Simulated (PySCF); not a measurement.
Atom-mapped SMILES (the numbers label the heavy atoms): `[CH3:1][C:2]#[C:3][CH:4]([F:5])[F:6]`. Hydrogens are named by the atom that carries them.

PySCF 2.14 calculation with coordinates at the GFN2-xTB level, spin–spin couplings from B3LYP/pcJ-1 (spin–dipole term only in couplings to heteroatoms) and σ from GIAO-PBE0/pcSseg-1; non-relativistic, fast rotation and ring inversion assumed for equivalent nuclei, no solvent, one conformer.

Shifts are taken against calculated references (same method and geometry level): ¹H (31.72 ppm) against TMS.

The spectrum was simulated from the full spin Hamiltonian at 90 MHz with 1.0 Hz Lorentzian lines, from shifts rounded to 0.01 ppm and J to 0.1 Hz, couplings under 1 Hz left out.

**Question.** List the maxima of its ¹H spectrum with integrals.

**Answer.** 
Maxima in Hz from TMS (height), grouped by integral:
1H: 650.2 (5), 648.2 (13), 646.1 (13), 644.0 (5), 589.1 (9), 587.0 (25), 584.9 (25), 582.8 (10), 527.9 (5), 525.8 (13), 523.6 (13), 521.6 (5)
3H: 199.2 (50), 197.2 (50), 191.9 (100), 189.8 (99), 184.5 (51), 182.4 (50)

**Question.** Summarise it as multiplets with assignments.

**Answer.** ¹H NMR (90 MHz, computed): δ 6.51 (tq, J = 61.2, 2.1 Hz, 1H, H(C4)), 2.12 (td, J = 7.4, 2.1 Hz, 3H, H(C1)). These are first-order names; overlap and second-order distortion can hide them in the list.

Splittings below 1 Hz are ignored in the labels, and close J values are merged.
